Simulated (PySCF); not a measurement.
Fill in the blanks.

Compound: H2CO+, CH2O (charge +1 and doublet state).
Structure used (PBE0-D3(BJ)/def2-SVP), in Å, numbered top down from 1:
```xyz
4
CH2O angstrom
C     -0.0076    0.0047   -0.0112
O      1.1601   -0.2047   -0.0256
H     -0.7386   -0.8580    0.0068
H     -0.3935    1.0676   -0.0157
```

```csv
property,level,value
point group,PBE0-D3(BJ)/def2-SVP,?
"rotational constants A, B, C",PBE0-D3(BJ)/def2-SVP,?
isotropic g value,"unrestricted B3LYP/IGLO-III on C O, pcH-1 on H, mean-field spin–orbit",?
spin squared ⟨S²⟩,"unrestricted B3LYP/IGLO-III on C O, pcH-1 on H",0.758
largest isotropic hyperfine couplings (means over sets of like nuclei),"unrestricted B3LYP/IGLO-III on C O, pcH-1 on H","1H +378.0 (H3/H4), 13C -97.0 (C1), 17O -43.1 (O2) MHz"
```

Electronic properties: PySCF, gas phase, density fitting.

(1) Give the rotational constants A, B, C.

(2) What is the isotropic g value?

(3) What is the point group?

Answers

(1) 262.041, 40.218, 34.866 GHz.

(2) 2.00400.

(3) C2v.

At 9.50 GHz, hν = g·μB·B₀ (B₀ the magnetic field) puts the centre of the isotropic spectrum, to first order, at 338.7 mT. ⟨S²⟩ is 0.008 above the pure-spin value S(S + 1) = 0.75. With B = h/(8π²I), that is 505.379 GHz u Å² over I, the principal moments of inertia are 1.93, 12.6 and 14.5 u Å² (most abundant isotopes); the inertial defect Ic − Ia − Ib is 0.0 u Å² (zero for a rigid planar frame, negative otherwise). g_iso is shifted by about +1680 ppm from the free-electron value 2.002319. The rotational constants make it an asymmetric top with κ = (2B − A − C)/(A − C) = -0.95, nearer the prolate limit (−1).

For the geometry optimisation (PBE0-D3(BJ)/def2-SVP), on an Arm Neoverse V2 with one thread, no GPU, shared host, this took 3.4 s wall.
